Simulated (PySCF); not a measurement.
Relaxation of doublet SH₄⁺

Level of theory: PySCF, UPBE0, basis S def2-TZVP, H def2-TZVP (no relativity, density fitting). A (50,194) grid was used.

A hand-made see-saw start, of C2v symmetry, held to at least that symmetry:

```xyz
5
charge 1 multiplicity 2, angstrom
S     0.0000    0.0000   -0.0521
H     0.0000    1.3180    0.0632
H     0.0000   -1.3180    0.0632
H     1.0425    0.0000    0.7624
H    -1.0425    0.0000    0.7624
```

Task: What forces act on the atoms at the start (eV/Å)?

Result: 
```csv
atom,Fx,Fy,Fz
S1,0.00,0.00,-0.81
H2,0.00,3.26,-0.36
H3,0.00,-3.26,-0.36
H4,0.75,0.00,0.77
H5,-0.75,0.00,0.77
```

Task: What does it relax to?

Result: It ends at C2v with S–H 1.353 Å (×2), S–H 1.500 Å (×2); H–S–H 90.8° (×4), H–S–H 97.5°, H–S–H 177.6°. A frequency run shows a minimum.

Task: How much energy is released, and in how many steps?

Result: 59.8 kJ/mol in 6 steps.

The relaxation took 7.3 s on 2 threads of a shared Intel Xeon @ 2.60GHz (Ice Lake) host, with 61 basis functions and 7 gradients; the process peaked at 0.49 GiB. Launch command: `OMP_NUM_THREADS=2 python axn.py task.json out`.
